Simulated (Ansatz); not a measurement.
```yaml
crystal:
  periodic: [false, false, false]
  atoms:
    - {symbol: F, position_ang: [-0.996287, 0.241376, -0.003340]}
    - {symbol: P, position_ang: [0.578573, -0.185811, 0.002126]}
    - {symbol: H, position_ang: [0.999341, 1.160302, -0.002373]}
basis:
  gaussian: {orbitals: def2-TZVP}
magnetization: {spin_polarized: true, initial_magnetization: 1}
hamiltonian: {xc: pbe0}
relax: {f_tol: 0.004, max_steps: 80}
```

```sh
$ ansatz run in.yaml --threads 1 --pin off --events-out ev --progress --plain --max-ram 2176MiB
```

Steps of the relaxation (energy above the last step; positions in Å, forces in eV/Å):

```
3
step 1, 30.3 meV
F    -0.996    0.241   -0.003    0.653   -0.431    0.003
P     0.579   -0.186    0.002   -1.048    0.121   -0.003
H     0.999    1.160   -0.002    0.394    0.310    0.000
```

```
3
step 2, 7.8 meV
F    -1.015    0.217   -0.003    0.609   -0.154    0.002
P     0.560   -0.171    0.002   -0.669    0.000   -0.002
H     1.037    1.170   -0.002    0.059    0.154    0.000
```

```
3
step 3, 0.1 meV
F    -1.004    0.213   -0.003   -0.077    0.018    0.000
P     0.547   -0.171    0.002    0.081   -0.002    0.000
H     1.039    1.174   -0.002   -0.004   -0.015    0.000
```

```
3
step 4, 0.0 meV
F    -1.006    0.213   -0.003    0.002    0.000    0.000
P     0.548   -0.171    0.002   -0.002    0.001    0.000
H     1.039    1.174   -0.002    0.000    0.000    0.000
```

Close pairs at the end: P2–H3 1.432 Å, F1–P2 1.601 Å.

A stationary point of unrestricted PBE0 after 4 steps, with ⟨S²⟩ = 0.758 against 0.75 for a pure state; no frequencies were run, so it isn't proven a minimum. 7.5 s on 1 thread of Arm Neoverse V2, shared host.
